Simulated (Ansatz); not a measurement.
## SO2 (sulfur dioxide): the energy, rung by rung

The species is SO2 (3 atoms), meant as a singlet with charge 0. As SMILES, `O=S=O`. Geometry: optimised at B3LYP/def2-SVP.

```jsonl
{"atom": "O", "x (Å)": "-0.9956", "y (Å)": "0.6579", "z (Å)": "-0.4697"}
{"atom": "S", "x (Å)": "0.2772", "y (Å)": "0.3675", "z (Å)": "0.1921"}
{"atom": "O", "x (Å)": "0.7184", "y (Å)": "-1.0254", "z (Å)": "0.2776"}
```

Each level gives the adiabatic ionisation energy (to the doublet cation, shapes relaxed at B3LYP/def2-SVP, no zero-point term) (eV). The values are calculated.

```json
{"level": "HF/def2-TZVPP", "kind": "Hartree–Fock", "program": "Ansatz", "value (eV)": "11.50", "CPU time (all runs)": "14 s"}
{"level": "SVWN5/def2-TZVPP", "kind": "LDA", "program": "Ansatz", "value (eV)": "12.15", "CPU time (all runs)": "3.9 s"}
{"level": "PBE/def2-TZVPP", "kind": "GGA", "program": "Ansatz", "value (eV)": "11.88", "CPU time (all runs)": "5 s"}
{"level": "r2SCAN/def2-TZVPP", "kind": "meta-GGA", "program": "Ansatz", "value (eV)": "11.99", "CPU time (all runs)": "8 s"}
{"level": "PBE0-D4/def2-TZVPP", "kind": "global hybrid", "program": "Ansatz", "value (eV)": "12.19", "CPU time (all runs)": "4.9 s"}
{"level": "wB97M-V/def2-TZVPP", "kind": "range-separated hybrid", "program": "Ansatz", "value (eV)": "12.32", "CPU time (all runs)": "31 s"}
{"level": "B2PLYP/def2-TZVPP", "kind": "double hybrid", "program": "Ansatz", "value (eV)": "12.08", "CPU time (all runs)": "17 s"}
{"level": "RPA@PBE/def2-TZVPP", "kind": "RPA", "program": "Ansatz", "value (eV)": "12.11", "CPU time (all runs)": "9.9 s"}
{"level": "CCSD(T)/def2-TZVPP", "kind": "coupled cluster or CI", "program": "Ansatz", "value (eV)": "12.22", "CPU time (all runs)": "30 s"}
```

The values span 11.50 to 12.32 eV. Spin contamination of the reference (⟨S²⟩ at least 0.1 too high) touches HF/def2-TZVPP, CCSD(T)/def2-TZVPP. The coupled-cluster rows rest on a doubtful reference here (large T1 or Brueckner and Hartree–Fock orbitals at odds), and rows may lie in different states. CPU times are rough (shared hosts, several kinds of processor): they show what a rung costs within a factor of a few.
